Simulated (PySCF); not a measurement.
C5H9N.
Geometry (PBE0-D3(BJ)/def2-SVP, Å), atoms numbered from 1 in this order:
```
atom  x, y, z in Å
C1    -1.9069    0.2666    0.5040
C2    -0.6390   -0.1875   -0.2018
C3     0.1108    0.9052   -0.9302
N4     1.3752    0.8991   -0.8256
C5     1.7602   -0.2275    0.0167
C6     0.4782   -0.7221    0.7062
H7    -2.6280    0.7025   -0.2051
H8    -1.6804    1.0290    1.2665
H9    -2.4050   -0.5759    1.0076
H10   -0.9133   -0.9511   -0.9574
H11   -0.3991    1.6577   -1.5500
H12    2.5492    0.0789    0.7213
H13    2.2113   -0.9997   -0.6329
H14    0.4461   -1.8123    0.8442
H15    0.3856   -0.2601    1.7035
```

Method: PySCF, TDDFT wB97X-D/def2-SVPD, vertical, gas phase, core orbitals frozen in the response.

Broadening: Gaussians 0.25 eV wide at half height, area fixed by f = 4.319×10⁻⁹ ∫ε dν̃. The width is an assumption, not a result. The curve ends short of the highest state used, and states not computed would add to its high-energy end.

(E (eV), ε (L mol⁻¹ cm⁻¹)): (5.01, 0), (5.07, 3), (5.12, 10), (5.17, 28), (5.22, 67), (5.27, 128), (5.32, 195), (5.38, 242), (5.43, 226), (5.48, 169), (5.53, 102), (5.58, 49), (5.63, 19), (5.69, 4), (5.74, 1), (5.79, 0), (5.84, 0), (5.89, 0), (5.94, 0), (6.00, 0), (6.05, 0), (6.10, 0), (6.15, 0), (6.20, 0), (6.25, 0), (6.31, 0), (6.36, 0), (6.41, 0), (6.46, 0), (6.51, 0), (6.56, 0), (6.61, 0), (6.67, 0), (6.72, 0), (6.77, 0), (6.82, 0), (6.87, 1), (6.92, 8), (6.98, 67), (7.03, 295), (7.08, 1043), (7.13, 2950), (7.18, 6685), (7.23, 12135), (7.29, 18525), (7.34, 20666), (7.39, 18517), (7.44, 13409), (7.49, 8007), (7.54, 4181), (7.60, 1925), (7.65, 1154), (7.70, 728), (7.75, 419), (7.80, 206), (7.85, 98)

(1) Locate the maxima and give the states behind the curve.

(2) Coming from long wavelengths, where does ε first pass 100 L mol⁻¹ cm⁻¹?

(3) On this curve, what absorbance would a 10⁻⁴ mol/L sample give at 222 nm over a 1 cm path?

Answers

(1) 230 nm (5.39 eV), ε about 240, made up of S1 (100%); 169 nm (7.34 eV), ε about 21000, made up of S2 (100%) (ε in L mol⁻¹ cm⁻¹; maxima over ε = 5, shares over 10%). The states used: S1 5.39 eV (f 0.0022); S2 7.34 eV (f 0.191); S3 7.61 eV (f 0.0085); S4 8.11 eV (f 0.0035); S5 8.39 eV (f 0.0003); S6 8.45 eV (f 0.022).

(2) At about 236 nm (5.25 eV), 0.14 eV below S1.

(3) 222 nm is 5.585 eV, where ε is about 45 L mol⁻¹ cm⁻¹, so A = ε c l ≈ 0.0045 (Beer–Lambert, with the gas-phase spectrum and the assumed width).

One conformer stands for the species.
